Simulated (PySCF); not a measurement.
## fluoroacetonitrile: calculation and literature

Molfile (atoms numbered from 1):
```
C2H2FN
     RDKit          3D

  6  5  0  0  0  0  0  0  0  0999 V2000
    1.3815   -0.5181   -1.5515 N   0  0  0  0  0  0  0  0  0  0  0  0
    0.6344   -0.2534   -0.7100 C   0  0  0  0  0  0  0  0  0  0  0  0
   -0.3115    0.0796    0.3593 C   0  0  0  0  0  0  0  0  0  0  0  0
   -0.5975    1.4083    0.3692 F   0  0  0  0  0  0  0  0  0  0  0  0
    0.1302   -0.2154    1.3262 H   0  0  0  0  0  0  0  0  0  0  0  0
   -1.2371   -0.5010    0.2068 H   0  0  0  0  0  0  0  0  0  0  0  0
  1  2  3  0
  2  3  1  0
  3  4  1  0
  3  5  1  0
  3  6  1  0
M  END
```

Measured values that the calculation should reproduce: δ ¹⁹F F4 -232.0 ppm (measured; G. Saielli, R. Bini, A. Bagno, Computational 19F NMR. 2. Organic compounds, RSC Adv. 2014, ESI (exp. from Berger-Braun-Kalinowski 1994 and Everett 1995)).
δ ¹⁹F F4 -251.0 ppm (measured; University of Colorado NMR facility, 19F NMR Reference Standards). Coupling constants: ¹J(C3,H5) 166.0 Hz.

Computational details: PBE0-D3(BJ)/def2-SVP structure, spin–spin couplings from B3LYP/pcJ-1, KT3/pcSseg-2 with gauge-including orbitals, in PySCF 2.14 (non-relativistic, rapidly exchanging positions averaged, no solvent, single conformer).

**Question.** Set the calculated values beside the experiment.

**Answer.** 
Reference values: measured (G. Saielli, R. Bini, A. Bagno, Computational 19F NMR. 2. Organic compounds, RSC Adv. 2014, ESI (exp. from Berger-Braun-Kalinowski 1994 and Everett 1995)).
```tsv
atoms	quantity	reference	computed	computed, scaled
F4	δ ¹⁹F vs CFCl3	-232.0	-266.4	-230.1
```

Reference values: measured (University of Colorado NMR facility, 19F NMR Reference Standards).
```csv
atoms,quantity,reference,computed,"computed, scaled"
F4,δ ¹⁹F vs CFCl3,-251.0,-266.4,-230.1
```

Computed shifts are σ(ref) − σ with the named reference compound (TMS for H and C) calculated as an isolated molecule at the same level. The measured values may be among those fitted. Shieldings were converted by a linear fit to measured shifts: ¹⁹F: δ = 151.54 − 0.923σ (rms 8.9 ppm, 17 shifts vs CFCl3, solution or neat liquid). A few per cent of atoms miss by over 2 rms, more outside the fitted compound classes.

Coupling constants in Hz:
```tsv
coupling	reference	computed	source
¹J(C3,H5)	166.0	163.0	measured; liquid or solution (compiled); San Fabian, Garcia de la Vega, Suardiaz et al., Magn. Reson. Chem. 2013, 51, 775 (SI)
```

**Question.** How far are the unscaled ¹⁹F shifts from the references?

**Answer.** Mean signed difference -24.90 ppm, mean absolute 24.90 ppm over 2 comparisons; the largest is -34.4 ppm at F4 (fluorine on an sp3 carbon).

3 of the 5 published NMR values on file for this molecule are compared.
